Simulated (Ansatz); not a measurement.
2H MoTe2: PBE at its full settings (plane-wave cutoff 520 eV, 12×12×4 k mesh (along the axes of the cell as run), Fermi–Dirac smearing 0.01 eV, no spin polarisation, scalar-relativistic PAW data made under PBE) and at cheaper ones, in a cell of 6 atoms with Γ-centred meshes.

```json
[
 {"level and setting": "PBE (Ansatz)", "equilibrium lattice constant a (Å)": "3.557", "lattice parameter c (Å)": "15.342", "bulk modulus B0 (GPa)": "4.86"},
 {"level and setting": "PBE (300 eV cutoff) (Ansatz)", "equilibrium lattice constant a (Å)": "3.556", "lattice parameter c (Å)": "15.242", "bulk modulus B0 (GPa)": "[?]"},
 {"level and setting": "PBE (4×4×4 k mesh) (Ansatz)", "equilibrium lattice constant a (Å)": "3.553", "lattice parameter c (Å)": "15.041", "bulk modulus B0 (GPa)": "6.86"},
 {"level and setting": "PBE (6×6×6 k mesh) (Ansatz)", "equilibrium lattice constant a (Å)": "3.557", "lattice parameter c (Å)": "15.314", "bulk modulus B0 (GPa)": "5.02"},
 {"level and setting": "PBE (Fermi-Dirac smearing of 0.3 eV) (Ansatz)", "equilibrium lattice constant a (Å)": "3.565", "lattice parameter c (Å)": "14.989", "bulk modulus B0 (GPa)": "7.31"}
]
```

Task: Estimate the withheld entries.

Result: 
- PBE (300 eV cutoff) (Ansatz, an electronic-structure program), bulk modulus B0 (GPa): 6.60

Largest shifts from the full settings: lattice constant a +0.22 % (PBE (Fermi-Dirac smearing of 0.3 eV)), against a difference of +1.11 % of the full result from the reference 3.518 Å (measured, 300 K, no zero-point or thermal correction; as tabulated in arXiv:1605.07067); lattice parameter c -2.30 % (PBE (Fermi-Dirac smearing of 0.3 eV)), against a difference of +9.79 % of the full result from the reference 13.974 Å (measured, 300 K, no zero-point or thermal correction; as tabulated in arXiv:1605.07067); bulk modulus +50 % (PBE (Fermi-Dirac smearing of 0.3 eV)).

The full settings aren't shown to be converged themselves.

Caveats: for a layered or molecular solid the relaxed cell lies over 5 % above the published volume, where the minimum can be shallow (PBE, PBE (300 eV cutoff), PBE (4×4×4 k mesh), PBE (6×6×6 k mesh), PBE (Fermi-Dirac smearing of 0.3 eV)); the cell comes from a level without a dispersion term, which matters for the spacing of layers, chains or molecules (PBE, PBE (300 eV cutoff), PBE (4×4×4 k mesh), PBE (6×6×6 k mesh), PBE (Fermi-Dirac smearing of 0.3 eV)). Ansatz's density-functional and Hartree–Fock values are scalar-relativistic unless marked +SOC, with PAW data made under PBE.

Run with cheap settings on purpose, which may leave them unconverged: PBE (300 eV cutoff), PBE (4×4×4 k mesh), PBE (6×6×6 k mesh), PBE (Fermi-Dirac smearing of 0.3 eV).
